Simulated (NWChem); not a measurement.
System: Cl anion

The following NWChem deck was run.

```
start job
memory heap 200 mb stack 900 mb global 1100 mb
charge -1
geometry units angstroms noautosym nocenter noautoz
  Cl     0.000000     0.000000     0.000000
end
basis spherical
  * library def2-svpd
end
dft
  xc xpbe96 cpbe96
  iterations 150
end
cosmo
  dielec 3.9
end
task dft energy
```

NWChem printed, in part:

```
             Northwest Computational Chemistry Package (NWChem) 7.3.0
             --------------------------------------------------------

                             Geometry "geometry" -> ""
                             -------------------------

 Output coordinates in angstroms (scale by  1.889725989 to convert to a.u.)

  No.       Tag          Charge          X              Y              Z
 ---- ---------------- ---------- -------------- -------------- --------------
    1 Cl                  17.0000     0.00000000     0.00000000     0.00000000

 Effective nuclear repulsion energy (a.u.)       0.0000000000

  pbe96 is a nonlocal functional; adding pw91lda local functional.

                                 NWChem DFT Module
                                 -----------------

 Summary of "ao basis" -> "ao basis" (spherical)
 ------------------------------------------------------------------------------
       Tag                 Description            Shells   Functions and Types
 ---------------- ------------------------------  ------  ---------------------
 Cl                        def2-svpd                11       27   5s4p2d

 in cosmo_initialize ...

 solvent parameters
 solvname_short: unkn
 solvname_long:  unknown
 dielec:        3.9000

          ---------------
          -cosmo- solvent
          ---------------
 Cosmo: York-Karplus, doi: 10.1021/jp992097l
 dielectric constant -eps-     =   3.90
 screen = (eps-1)/(eps    )    =   0.74359
 surface charge correction     = lagrangian

   van der Waals surface
 --------------------------

 ---------- ATOMIC COORDINATES (A.U.) ------------ VDWR(ANG.) --
     1    0.00000000    0.00000000    0.00000000     2.050
 number of segments per atom =         32
 number of   points per atom =         32
 atom (   nspa,  nppa )
 ----------------------
    1 (     32,     0 )       0
 number of -cosmo- surface points =       32
 molecular surface =     52.810 angstrom**2
 molecular volume  =     36.087 angstrom**3
 G(cav/disp)       =      1.124 kcal/mol
 -lineq- algorithm             =   0
 -bem- low  level              =   2
 -bem- from -octahedral-
 gaussian surface charge width =   4.50000
 degree of switching           =   1.00000
 switching function tolerance  =   0.00010
 atomic radii =
 --------------
    1 17.000  2.050
 ...... end of -cosmo- initialization ......

            General Information
            -------------------
          SCF calculation type: DFT
          Wavefunction type:  closed shell.
          No. of atoms     :     1
          No. of electrons :    18
           Alpha electrons :     9
            Beta electrons :     9
          Charge           :    -1
          Spin multiplicity:     1
          Use of symmetry is: off; symmetry adaption is: off
          Maximum number of iterations: 150
          AO basis - number of functions:    27
                     number of shells:    11
          Convergence on energy requested:  1.00D-06
          Convergence on density requested:  1.00D-05
          Convergence on gradient requested:  5.00D-04

              XC Information
              --------------
          PerdewBurkeErnzerhof Exchange Functional  1.000
            Perdew 1991 LDA Correlation Functional  1.000 local
           PerdewBurkeErnz. Correlation Functional  1.000 non-local

             Grid Information
             ----------------
          Grid used for XC integration:  medium
          Radial quadrature: Mura-Knowles
          Angular quadrature: Lebedev.
          Tag              B.-S. Rad. Rad. Pts. Rad. Cut. Ang. Pts.
          ---              ---------- --------- --------- ---------
          Cl                  1.00       88           7.0       590
          Grid pruning is: on
          Number of quadrature shells:    88
          Spatial weights used:  Erf1

      Superposition of Atomic Density Guess
      -------------------------------------

 Sum of atomic energies:        -459.32959417

 Renormalizing density from      17.00 to     18

      Non-variational initial energy
      ------------------------------

 Total energy =    -475.207943
 1-e energy   =    -671.847667
 2-e energy   =     196.639724
 HOMO         =       0.089820
 LUMO         =       0.362893

   convergence    iter        energy       DeltaE   RMS-Dens  Diis-err
 ---------------- ----- ----------------- --------- --------- ---------
     COSMO gas phase
 d= 0,ls=0.0,diis     1   -459.6327658100 -4.60D+02  9.88D-02  3.01D+00
 d= 0,ls=0.0,diis     2   -459.5576498307  7.51D-02  5.91D-02  2.73D+00
 d= 0,ls=0.0,diis     3   -459.9426763966 -3.85D-01  4.21D-03  1.73D-02
 d= 0,ls=0.0,diis     4   -459.9449915637 -2.32D-03  5.58D-04  7.91D-05
 d= 0,ls=0.0,diis     5   -459.9450085835 -1.70D-05  1.40D-04  1.76D-05
  Resetting Diis
 d= 0,ls=0.0,diis     6   -459.9450115630 -2.98D-06  1.61D-06  3.06D-09
 d= 0,ls=0.0,diis     7   -459.9450115634 -4.10D-10  4.00D-09  3.25D-15

   convergence    iter        energy       DeltaE   RMS-Dens  Diis-err
 ---------------- ----- ----------------- --------- --------- ---------
     COSMO solvation phase
 d= 0,ls=0.0,diis     1   -460.0288092580 -8.38D-02  6.40D-03  2.33D-03
 d= 0,ls=0.0,diis     2   -460.0292202978 -4.11D-04  2.09D-03  4.57D-03
 d= 0,ls=0.0,diis     3   -460.0299999545 -7.80D-04  3.33D-04  3.53D-05
 d= 0,ls=0.0,diis     4   -460.0300081569 -8.20D-06  1.68D-05  3.02D-07
 d= 0,ls=0.0,diis     5   -460.0300082039 -4.71D-08  1.53D-07  2.50D-11

         Total DFT energy =     -460.030008203932
      One electron energy =     -644.364654778490
           Coulomb energy =      209.220822398212
    Exchange-Corr. energy =      -28.244475851076
 Nuclear repulsion energy =        0.000000000000

             COSMO energy =        3.358300027421

 Numeric. integr. density =       18.000000011810

                                   COSMO solvation results
                                   -----------------------

                 gas phase energy =      -459.945011563447
                 sol phase energy =      -460.030008203932
 (electrostatic) solvation energy =         0.084996640485 (   53.34 kcal/mol)

                       DFT Final Molecular Orbital Analysis
                       ------------------------------------

 Vector    7  Occ=2.000000D+00  E=-1.684717D-01
              MO Center= -1.8D-15,  4.0D-15, -1.4D-15, r^2= 1.5D+00
   Bfn.  Coefficient  Atom+Function         Bfn.  Coefficient  Atom+Function
  ----- ------------  ---------------      ----- ------------  ---------------
    13      0.583073  1 Cl py                10      0.442375  1 Cl py
     7      0.259976  1 Cl py                16      0.175983  1 Cl py
    12     -0.107664  1 Cl px                 9     -0.081684  1 Cl px
     6     -0.048005  1 Cl px                15     -0.032495  1 Cl px

 Vector    8  Occ=2.000000D+00  E=-1.684717D-01
              MO Center= -4.0D-15,  3.7D-16, -2.8D-15, r^2= 1.5D+00
   Bfn.  Coefficient  Atom+Function         Bfn.  Coefficient  Atom+Function
  ----- ------------  ---------------      ----- ------------  ---------------
    12      0.540878  1 Cl px                 9      0.410362  1 Cl px
     6      0.241162  1 Cl px                14      0.220819  1 Cl pz
    11      0.167534  1 Cl pz                15      0.163248  1 Cl px
    13      0.101343  1 Cl py                 8      0.098457  1 Cl pz
    10      0.076889  1 Cl py                17      0.066648  1 Cl pz

 Vector    9  Occ=2.000000D+00  E=-1.684717D-01
              MO Center= -8.6D-16,  1.2D-15, -2.9D-15, r^2= 1.5D+00
   Bfn.  Coefficient  Atom+Function         Bfn.  Coefficient  Atom+Function
  ----- ------------  ---------------      ----- ------------  ---------------
    14      0.550277  1 Cl pz                11      0.417492  1 Cl pz
     8      0.245353  1 Cl pz                12     -0.217807  1 Cl px
    17      0.166084  1 Cl pz                 9     -0.165249  1 Cl px
     6     -0.097114  1 Cl px                15     -0.065738  1 Cl px
    13     -0.036554  1 Cl py                10     -0.027734  1 Cl py

 Vector   10  Occ=0.000000D+00  E= 6.894717D-02
              MO Center= -4.5D-14,  3.5D-14, -5.2D-14, r^2= 6.1D+00
   Bfn.  Coefficient  Atom+Function         Bfn.  Coefficient  Atom+Function
  ----- ------------  ---------------      ----- ------------  ---------------
     5      1.610492  1 Cl s                  4     -1.051285  1 Cl s
     2      0.170571  1 Cl s                  3     -0.131453  1 Cl s
     1     -0.026460  1 Cl s

 Vector   11  Occ=0.000000D+00  E= 1.168192D-01
              MO Center= -1.9D-12,  5.1D-13,  4.3D-12, r^2= 7.8D+00
   Bfn.  Coefficient  Atom+Function         Bfn.  Coefficient  Atom+Function
  ----- ------------  ---------------      ----- ------------  ---------------
    15      1.122888  1 Cl px                12     -0.522012  1 Cl px
     9     -0.200437  1 Cl px                16      0.161198  1 Cl py
     6     -0.120682  1 Cl px                17     -0.098937  1 Cl pz
    13     -0.074938  1 Cl py                14      0.045994  1 Cl pz
    10     -0.028774  1 Cl py

 Vector   12  Occ=0.000000D+00  E= 1.168192D-01
              MO Center= -7.0D-16, -2.5D-15,  5.2D-14, r^2= 7.8D+00
   Bfn.  Coefficient  Atom+Function         Bfn.  Coefficient  Atom+Function
  ----- ------------  ---------------      ----- ------------  ---------------
    17      1.130750  1 Cl pz                14     -0.525667  1 Cl pz
    11     -0.201840  1 Cl pz                 8     -0.121527  1 Cl pz
    15      0.110586  1 Cl px                16     -0.076326  1 Cl py
    12     -0.051410  1 Cl px                13      0.035483  1 Cl py
```

Level: PBE/def2-SVPD, COSMO on the gas-phase geometry. COSMO prints the solvation energy as gas minus solution, so a positive value is a stabilisation.
